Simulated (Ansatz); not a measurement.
# O2Si: the cost of one run

Method: Hartree-Fock, Gaussian basis aug-cc-pV(T+d)Z, and further levels as typed in the inputs, in Ansatz 0.2.0.

## (1) The starting structure

Bond lengths: O1–Si2 1.510 Å, Si2–O3 1.510 Å. Angles: O1–Si2–O3 180.0°.

Structure file:

```xyz
3

O     0.0000    0.0000   -1.5100
Si    0.0000    0.0000    0.0000
O     0.0000    0.0000    1.5100
```

## (2) Relaxing the atoms: O2Si

Input file input.yaml:

```yaml
relax:
  f_tol: 0.001
  max_steps: 200
crystal:
  periodic: [false, false, false]
  atoms:
    - { symbol: O, position_ang: [0.0, 0.0, -1.51] }
    - { symbol: Si, position_ang: [0.0, 0.0, 0.0] }
    - { symbol: O, position_ang: [0.0, 0.0, 1.51] }
basis:
  gaussian: { orbitals: "aug-cc-pV(T+d)Z.json" }
hamiltonian:
  xc: hf
```

On the command line:

```console
$ ansatz run input.yaml --threads 4 --pin off --max-ram 6144MiB --backend cpu --events-out ev --progress --plain --runs-dir out
```

What time and memory should one allow on 4 threads of Intel Xeon Platinum 8488C (Sapphire Rapids), shared host?

About 4.6 s, with a peak of 0.29 GiB.
